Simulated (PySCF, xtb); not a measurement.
O3, SMILES [O-][O+]=O.

Harmonic wavenumbers (cm⁻¹) from GFN2-xTB run with xtb at its own minimum, in rising order: 703, 1302, 1329.

Question: What does PBE-D3(BJ)/def2-TZVP (PySCF 2.14.0) give at its own minimum? (An estimate is asked for; the answer gives what the named calculation found.)

Answer: 714, 1068, 1189. Paired by order, the mean absolute difference is 128 cm⁻¹ and the zero-point energies are 4.8 and 4.2 kcal/mol.
